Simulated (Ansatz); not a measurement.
A made-up structure of Si$_{2}$H$_{3}$, doublet:

Si1  (-1.548, 0.847, 0.035)
Si2  (0.585, 0.049, 0.173)
H3  (-1.890, -0.448, -0.700)
H4  (1.150, -1.235, -0.335)
H5  (-2.143, 1.893, 0.788)
(Å)

It is relaxed with PBE-D4/def2-SVP and then PBE0-D4/def2-TZVP (Ansatz 0.2.0). Atoms count as bonded within 1.22 times the sum of their covalent radii (H–H: 0.88 Å). The end point is not checked to be a true minimum.

Question: Does its bonding change? (Judge from chemistry; the calculation decides.)

Answer: Computed: No: no bond forms or breaks.

Where it ends: The first stage lowers the energy by 1.03 eV in 8 steps. It ends as Si₂H₃ ([SiH][SiH2]):
```json
{"atom": "Si1", "x (Å)": "-1.2807", "y (Å)": "0.5703", "z (Å)": "0.0070"}
{"atom": "Si2", "x (Å)": "0.8782", "y (Å)": "0.1251", "z (Å)": "0.5652"}
{"atom": "H3", "x (Å)": "-2.2538", "y (Å)": "-0.3293", "z (Å)": "-0.6783"}
{"atom": "H4", "x (Å)": "0.8661", "y (Å)": "-0.9819", "z (Å)": "-0.4853"}
{"atom": "H5", "x (Å)": "-2.0551", "y (Å)": "1.7215", "z (Å)": "0.5517"}
```

Labels in which every atom is bracketed show which atoms are joined, not bond orders.

For scale, one of the runs: PBE0-D4/def2-TZVP relaxation, 92 basis functions, launched by `ansatz run in.yaml --threads 2 --pin off --events-out ev --progress --plain --max-ram 4352MiB`. Hardware: 2 CPU threads of an Arm Neoverse V2, shared host. Wall time about 14 s.
